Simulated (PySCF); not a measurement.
Disulfur monoxide, OS₂, SMILES O=S=S, point group Cs.

Force field and properties: PBE0/pcSseg-2 (PySCF, grid level 2). Vibrational terms come from second-order perturbation theory with semi-diagonal cubic constants, by steps of ±0.6 along the normal coordinates of each isotopologue. The parent has the commonest isotopes.

Equilibrium geometry (Å):

```
atom        x        y        z
  O1  -1.3220  -0.2491   0.2100
  S2  -0.1719   0.3933  -0.4089
  S3   1.5398  -0.1543   0.1486
```

Species: ¹⁷O at 1. Output of the displacement run:

```
mode    cm-1    km/mol   phi_rrr   E(+)/cm-1  E(-)/cm-1
  1    389.13    10.61     -22.5      69.37      70.83
  2    720.94    55.02    -181.9     123.41     136.53
  3   1205.96   179.09    -389.5     203.61     231.70
```

For the shielding of O1 (σe = -575.03 ppm):

```tsv
mode	ω (cm⁻¹)	Σr φrrs (cm⁻¹)	∂σ/∂q	∂²σ/∂q²
1	389	-56	7.917	-12.104
2	721	-227	-53.643	-8.143
3	1206	-303	-115.544	-19.769
```

**Question.** Work out the zero-point average of this shielding.

**Answer.** With ⟨qs⟩ = −Σr φrrs/(4ωs) and ⟨qs²⟩ = 1/2: the mean displacements are 0.036, 0.079, 0.063. The anharmonic term Σ (∂σ/∂q)⟨q⟩ is -11.20 ppm, the harmonic term ¼ Σ ∂²σ/∂q² is -10.00 ppm, so ⟨σ⟩ = -596.24 ppm.
